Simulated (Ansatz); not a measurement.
**H3OSSi radical: a ladder of functionals and wavefunction methods**

Aim: compute H3OSSi radical with functionals from several rungs and with coupled cluster, and see how far each lands from CCSD(T) at the basis-set limit for the atomisation energy.

Computed with Ansatz 0.2.0, Gaussian basis. Level: functionals in def2-TZVPP, the program's frozen cores in correlated methods.

The runs, in order: LDA (SPW92), PBE-D4, revPBE-D4, BLYP-D4, r2SCAN-D4, B97M-V, PBE0-D4, B3LYP-D4, r2SCANh-D4, r2SCAN0-D4, HSE06-D4, BHLYP-D4, CAM-B3LYP-D4, LC-ωPBE, ωB97X-V, ωB97M-V, B2PLYP, PBE-QIDH; CCSD(T)/def2-SVP; CCSD(T)/def2-TZVPP; MP2/def2-QZVPP; extrapolation to the limit; RPA on PBE.

**1. The relaxed structure**

All runs share one geometry, relaxed beforehand with PBE0-D4 in a triple-zeta def2 set.

6 atoms, charge 0, spin multiplicity 2.

Atoms are counted from 1 here; the program's logs count them from 0.

Bond lengths: O1–Si2 1.639 Å, O1–H4 0.959 Å, Si2–S3 2.114 Å, Si2–H5 1.491 Å, Si2–H6 1.479 Å. Angles: Si2–O1–H4 117.8°, O1–Si2–S3 115.7°, O1–Si2–H5 112.5°, O1–Si2–H6 104.9°, S3–Si2–H5 101.6°, S3–Si2–H6 110.7°, H5–Si2–H6 111.7°.

Geometry (Å):

```
O    -0.5062   -1.2528    0.0716
Si    0.2673    0.1886    0.1776
S    -0.8633    1.8791   -0.4001
H    -0.9703   -1.4525   -0.7432
H     1.4340    0.2784   -0.7461
H     0.6806    0.2953    1.5939
```

**2. LDA**

This LDA is Slater exchange with PW92 correlation.

File in.yaml:

```yaml
crystal:
  periodic: [false, false, false]
  atoms:
    - {symbol: O, position_ang: [-0.506178, -1.252787, 0.071630]}
    - {symbol: Si, position_ang: [0.267296, 0.188630, 0.177638]}
    - {symbol: S, position_ang: [-0.863268, 1.879058, -0.400110]}
    - {symbol: H, position_ang: [-0.970332, -1.452496, -0.743212]}
    - {symbol: H, position_ang: [1.434018, 0.278444, -0.746127]}
    - {symbol: H, position_ang: [0.680564, 0.295250, 1.593882]}
basis:
  gaussian: {orbitals: def2-TZVPP}
magnetization: {spin_polarized: true, initial_magnetization: 1}
hamiltonian: {xc: lda}
output: {orbitals: {seedname: orbitals}}
```

After this run come: PBE-D4 (GGA); revPBE-D4 (GGA); BLYP-D4 (GGA); r2SCAN-D4 (meta-GGA); B97M-V (meta-GGA); PBE0-D4 (hybrid); B3LYP-D4 (hybrid); r2SCANh-D4 (hybrid); r2SCAN0-D4 (hybrid); HSE06-D4 (hybrid); BHLYP-D4 (hybrid); CAM-B3LYP-D4 (range-separated); LC-ωPBE-D4 (range-separated); ωB97X-V (range-separated); ωB97M-V (range-separated); B2PLYP (double hybrid); PBE-QIDH (double hybrid); CCSD(T) in def2-SVP; CCSD(T) in def2-TZVPP; MP2 in def2-QZVPP; RPA on PBE orbitals.

Q: Predict the results of all the runs planned. Wanted: atomisation energy, CCSD(T)/CBS; farthest beyond LDA; mean size of error, GGA; mean size of error, meta-GGA; mean size of error, hybrid; mean size of error, range-separated; mean size of error, double hybrid; gap, smallest and largest; T1 diagnostic.

As calculated:

| quantity | value |
| --- | --- |
| atomisation energy, CCSD(T)/CBS | 1906.5 kJ/mol |
| functionals within 9.5 kJ/mol (0.5 %) | PBE-D4, r2SCAN-D4, B97M-V, CAM-B3LYP-D4, ωB97X-V, ωB97M-V |
| farthest beyond LDA | BHLYP-D4 (-65.0 kJ/mol) |
| mean size of error, GGA | 20.6 kJ/mol |
| mean size of error, meta-GGA | 6.4 kJ/mol |
| mean size of error, hybrid | 29.4 kJ/mol |
| mean size of error, range-separated | 11.4 kJ/mol |
| mean size of error, double hybrid | 35.3 kJ/mol |
| gap, smallest and largest | 0.26 eV (LDA (SPW92)), 8.38 eV (LC-ωPBE) |
| T1 diagnostic | 0.0143 |
| triples share of the correlation energy | 3.6 % |

What this shows: The LDA atomisation energy is off by 259.4 kJ/mol (14 %): it overbinds. PBE-D4 is off by +5.6 kJ/mol. Double hybrids carry the basis error of their MP2 part in triple zeta, and no dispersion term here, so their miss is partly the set-up's. Taken by rung, meta-GGA functionals do best (6.4 kJ/mol on average) and double hybrid ones worst beyond LDA (35.3 kJ/mol). Misses under about 9.5 kJ/mol are within the doubt on the reference itself, which lacks core-valence correlation, relativity and higher excitations. Hartree-Fock recovers 72 % of the binding; the rest is correlation. CCSD(T) in def2-SVP is off by -185.8 kJ/mol, more than most functionals: a good method in a small basis is no reference. Orbital gaps span 0.3 to 8.4 eV; exact exchange widens them.
